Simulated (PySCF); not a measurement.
Where the electron goes

Species: C₄H₉Cl.
SMILES with atom numbers: `[CH3:1][CH:2]([CH3:3])[CH2:4][Cl:5]` (hydrogens: H6, H7, H8 on C1; H9 on C2; H10, H11, H12 on C3; H13, H14 on C4)

Structure used (PBE0-D3(BJ)/def2-SVP), in Å, numbered top down from 1:
```
atom  x, y, z in Å
C1     1.244   -0.651   -0.371
C2     0.039   -0.090    0.372
C3     0.043    1.436    0.385
C4    -1.276   -0.580   -0.216
Cl5   -1.468   -2.357   -0.096
H6     2.183   -0.316    0.093
H7     1.248   -0.313   -1.421
H8     1.232   -1.750   -0.370
H9     0.076   -0.448    1.417
H10    0.964    1.818    0.851
H11   -0.002    1.841   -0.639
H12   -0.812    1.843    0.947
H13   -1.353   -0.322   -1.283
H14   -2.133   -0.138    0.310
```

The calculation used PySCF 2.14.0, density-fitted response routines, TDDFT CAM-B3LYP/def2-SVPD, vertical, gas phase, core orbitals frozen in the response.

Kohn–Sham orbitals with the atoms that hold most of them (Löwdin shares over 4%, at most four atoms; ? is withheld):

| orbital | ε (eV) | atoms |
| --- | --- | --- |
| HOMO-3 | -11.20 | C3 22%, C1 22%, C2 20%, H8 10% |
| HOMO-2 | -10.96 | C2 28%, H9 17%, C1 14%, C3 13% |
| HOMO-1 | -9.78 | Cl5 72%, C4 12%, C2 7% |
| HOMO | -9.76 | Cl5 74%, C4 13%, H14 5% |
| LUMO | ? | C3 19%, Cl5 17%, C4 10%, H10 8% |
| LUMO+1 | 1.67 | Cl5 54%, C4 13%, C1 10%, H8 6% |
| LUMO+2 | 2.07 | Cl5 31%, H13 14%, C4 11%, H9 8% |

Q: What is the LUMO energy, and the HOMO–LUMO gap?

A: ε(LUMO) = 1.18 eV; the gap is 10.93 eV (0.4018 hartree).

Q: The HOMO–LUMO gap is 10.93 eV. Where does the response calculation put the lowest singlet, and from which orbitals?

A: S1 is at 7.40 eV (f = 0.0031), 3.54 eV below the gap, made of HOMO→LUMO+1 (38%), HOMO→LUMO (37%), HOMO→LUMO+4 (10%). Its leading pair isn't HOMO and LUMO; the energies of that pair differ by 11.43 eV. Without the coupling terms of the response equations the lowest excitation would equal the gap.

Next come S2 at 7.46 eV (f 0.0047), HOMO-1→LUMO (39%), HOMO-1→LUMO+1 (36%), HOMO-1→LUMO+4 (10%); S3 at 8.19 eV (f 0.015), HOMO→LUMO+1 (41%), HOMO→LUMO (30%), HOMO→LUMO+2 (15%); S4 at 8.27 eV (f 0.028), HOMO-1→LUMO+1 (44%), HOMO-1→LUMO (30%), HOMO-1→LUMO+2 (12%); S5 at 8.96 eV (f 0.0060), HOMO→LUMO+3 (44%), HOMO→LUMO+2 (34%), HOMO-1→LUMO+2 (9%).

On one thread, Arm Neoverse N1 (aarch64), no GPU, shared host with 64 logical CPUs at a one-minute load of 60, this took 46 s of wall time and 0.80 GiB of memory at its peak.

One conformer stands for the species.

Without π bonds the low states are Rydberg-like; a valence basis with one diffuse set may place them up to an eV too high.
